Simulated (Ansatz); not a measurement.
Results of RPBE (plane waves, PAW; Ansatz, a program for electronic structure) for bcc K.

Settings: plane-wave cutoff 520 eV, 16×16×16 k mesh, Fermi–Dirac smearing 0.05 eV, scalar-relativistic PAW data made under PBE.

Cell (relaxed at this level):

```cif
data_K2
_chemical_formula_sum 'K2'
_space_group_name_H-M_alt 'Im-3m'
_space_group_IT_number 229
_space_group_name_Hall '-I 4 2 3'
_cell_length_a 5.43867
_cell_length_b 5.43867
_cell_length_c 5.43867
_cell_angle_alpha 90.000
_cell_angle_beta 90.000
_cell_angle_gamma 90.000
loop_
_atom_site_label
_atom_site_type_symbol
_atom_site_symmetry_multiplicity
_atom_site_Wyckoff_symbol
_atom_site_fract_x
_atom_site_fract_y
_atom_site_fract_z
_atom_site_occupancy
K1 K 2 a 0.00000 0.00000 0.00000 1
```
(The calculation used a cell of 1 atom; values per cell refer to that cell.)

### Question
What does this level give for the bulk modulus and pressure derivative B′ of the bulk modulus?

### Answer

- bulk modulus: 3.11 GPa
- pressure derivative B′ of the bulk modulus: 3.7

The run finds no gap.

Measured, for comparison: bulk modulus 3.75 GPa (corrected for temperature and zero-point phonon effects; as tabulated in Levämäki et al. (2014), arXiv:1402.3671). Computed (rounded) less measured: bulk modulus -17 %.

Computed values are for the static lattice.

It cost very roughly 80 core-seconds of CPU time.
